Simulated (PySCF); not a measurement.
Isomers of C5H8O, mass 84.058 u with the commonest isotopes. Level of theory: PBE0/pcSseg-1 in PySCF (dipole) on a GFN2-xTB geometry, gas phase. One conformer each, none proved a minimum here; rigid rotors.

Question: Order these by dipole moment, largest first.
A. `[O:1]=[C:2]1[CH2:3][CH2:4][CH2:5][CH2:6]1` with O1–C2–C3–C4 168°, C2–C3–C4–C5 31°, C3–C4–C5–C6 -38°, C4–C5–C6–C2 31°
B. `[CH3:1][CH2:2]/[CH:3]=[CH:4]\[CH:5]=[O:6]` with C1–C2–C3–C4 -178°, C3–C4–C5–O6 -1°
C. `[CH2:1]=[C:2]([CH3:3])[CH2:4][CH:5]=[O:6]` with C1–C2–C4–C5 -98°, C2–C4–C5–O6 -103°
D. `[CH3:1][C:2](=[O:3])[CH:4]1[CH2:5][CH2:6]1` with C1–C2–C4–C5 -146°
E. `[OH:1][CH2:2][CH2:3][C:4]1=[CH:5][CH2:6]1` with H–O1–C2–C3 55°, O1–C2–C3–C4 -68°, C2–C3–C4–C5 110°

Answer: A (3.06 D), D (2.93 D), B (2.53 D), C (2.40 D), E (1.25 D).

Question: Order these by rotational constant B, smallest first.
A. `[CH2:1]=[C:2]([CH3:3])[CH2:4][CH:5]=[O:6]` with C1–C2–C4–C5 -98°, C2–C4–C5–O6 -103°
B. `[CH2:1]=[CH:2]/[CH:3]=[CH:4]/[O:5][CH3:6]` with C1–C2–C3–C4 180°, C3–C4–O5–C6 0°
C. `[O:1]=[C:2]1[CH2:3][CH2:4][CH2:5][CH2:6]1` with O1–C2–C3–C4 168°, C2–C3–C4–C5 31°, C3–C4–C5–C6 -38°, C4–C5–C6–C2 31°
D. `[CH3:1][C:2](=[O:3])[CH:4]1[CH2:5][CH2:6]1` with C1–C2–C4–C5 -146°
E. `[OH:1][CH2:2][CH2:3][C:4]1=[CH:5][CH2:6]1` with H–O1–C2–C3 55°, O1–C2–C3–C4 -68°, C2–C3–C4–C5 110°
F. `[CH3:1][CH2:2]/[CH:3]=[CH:4]\[CH:5]=[O:6]` with C1–C2–C3–C4 -178°, C3–C4–C5–O6 -1°

Answer: B (1612 MHz), F (2145 MHz), E (2219 MHz), A (2430 MHz), D (2656 MHz), C (3380 MHz).

Question: Order these by out-of-plane moment Σ m c² = (Ia + Ib − Ic)/2, smallest first.
A. `[CH3:1][CH2:2]/[CH:3]=[CH:4]\[CH:5]=[O:6]` with C1–C2–C3–C4 -178°, C3–C4–C5–O6 -1°
B. `[CH3:1][C:2](=[O:3])[CH:4]1[CH2:5][CH2:6]1` with C1–C2–C4–C5 -146°
C. `[O:1]=[C:2]1[CH2:3][CH2:4][CH2:5][CH2:6]1` with O1–C2–C3–C4 168°, C2–C3–C4–C5 31°, C3–C4–C5–C6 -38°, C4–C5–C6–C2 31° (cyclopentanone)
D. `[CH2:1]=[CH:2]/[CH:3]=[CH:4]/[O:5][CH3:6]` with C1–C2–C3–C4 180°, C3–C4–O5–C6 0°
E. `[CH2:1]=[C:2]([CH3:3])[CH2:4][CH:5]=[O:6]` with C1–C2–C4–C5 -98°, C2–C4–C5–O6 -103°
F. `[OH:1][CH2:2][CH2:3][C:4]1=[CH:5][CH2:6]1` with H–O1–C2–C3 55°, O1–C2–C3–C4 -68°, C2–C3–C4–C5 110°

Answer: D (1.60 u·Å²), A (3.11 u·Å²), C (8.46 u·Å²), E (18.87 u·Å²), B (21.13 u·Å²), F (27.92 u·Å²).

| SMILES | point group | Ia (u·Å²) | Ib (u·Å²) | Ic (u·Å²) | κ | μa (D) | μb (D) | μc (D) |
| --- | --- | --- | --- | --- | --- | --- | --- | --- |
| OCCC1=CC1 | C1 | 69.83 | 227.72 | 241.71 | -0.95 | 1.02 | 0.72 | 0.02 |
| C=C(C)CC=O | C1 | 79.75 | 208.00 | 250.00 | -0.81 | 2.05 | 1.16 | 0.46 |
| O=C1CCCC1 | C2 | 74.90 | 149.51 | 207.49 | -0.56 | 3.06 | 0.00 | 0.00 |
| C=C/C=C/OC | Cs | 39.29 | 313.51 | 349.59 | -0.97 | 0.80 | 0.95 | 0.00 |
| CC(=O)C1CC1 | Cs | 70.50 | 190.26 | 218.49 | -0.86 | 0.63 | 2.86 | 0.00 |
| CC/C=C\C=O | – | 64.03 | 235.59 | 293.41 | -0.86 | 1.12 | 2.27 | 0.01 |
